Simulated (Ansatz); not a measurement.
Two shapes of singlet CH2O.

Shape 1:

```xyz
4

C     0.0255    0.0409   -0.5095
O     0.0441    0.0175    0.6891
H    -0.0199   -0.9655   -1.1654
H    -0.0242    0.9040   -1.1079
```

Shape 2:

```xyz
4

C    -0.0017    0.0357   -0.6056
O     0.1217    0.0767    0.6675
H    -0.0439   -0.9993   -1.0744
H    -0.0418    0.8083   -1.1309
```

Basis set: 6-31G (spherical functions). Left uncorrelated: 2 orbitals. Charge 0, multiplicity 1.

Computed with Ansatz (development build ahead of 0.2.0); each method stands on the lowest determinant of its kind that the runs found.

Task: Which shape is lower in energy, and by how much in each method?

Result:

```json
{"method": "RHF", "E(2) − E(1) (eV)": "0.525"}
{"method": "RHF-MP2", "E(2) − E(1) (eV)": "0.374"}
```

Shape 1 is lower.
